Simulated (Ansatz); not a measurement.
`C=C1C=C1C` → `C=C1C=C1` + `[CH2]` (triplet) at 298.15 K and 1 bar (formal loss of a carbene).

Computed with Ansatz on PBE0-D4/def2-TZVP structures; ΔE is electronic, products minus reactants. CCSD(T)/CBS is the MP2 limit (def2-TZVPP, def2-QZVPP) plus CCSD(T) − MP2 in def2-TZVPP, frozen cores. This one scheme is used for every species. Triplets are unrestricted, without spin–orbit coupling.

```
          species  CCSD(T)/CBS energy (Eh)  H − E (kJ/mol)  S (J/(mol·K))
      `C=C1C=C1C`               -193.75657           251.8          306.3
       `C=C1C=C1`               -154.48542           173.3          263.4
`[CH2]` (triplet)                -39.09499            55.4          195.3
```

H − E and S are ideal-gas, rigid-rotor, harmonic terms from PBE0-D4/def2-TZVP, with the whole ground term of open shells counted as degenerate. 1 Eh = 2625.50 kJ/mol, R = 8.31446 J/(mol·K).

Question: By hand: ΔE, ΔH, ΔS and ΔG.

Answer: ΔE = (-154.48542) + (-39.09499) − (-193.75657) = 0.17616 Eh = 462.5 kJ/mol. Δ(H − E) = 173.3 + 55.4 − 251.8 = -23.1, so ΔH = 439.4 kJ/mol. ΔS = 263.4 + 195.3 − 306.3 = 152.4 J/(mol·K). ΔG = 439.4 − 298.15 × (152.4)/1000 = 394.0 kJ/mol.

Question: By hand: the equilibrium constant, and the temperature at which ΔG would vanish if ΔH and ΔS stayed fixed.

Answer: log₁₀ K = −ΔG/(RT ln 10) = -69.0. ΔG = 0 at ΔH/ΔS = 2883 K, far beyond where these terms or the molecules hold.

The number of gas molecules changes by +1, which sets the sign of ΔS. A doubt of 5 kJ/mol in ΔE shifts log₁₀ K by 0.9 here. A triplet takes part, so the spin changes. These are equilibria of isolated gas molecules and say nothing of rates. Largest T1 diagnostic: 0.013 (customary marks: 0.02 for closed shells, 0.045 for open ones).
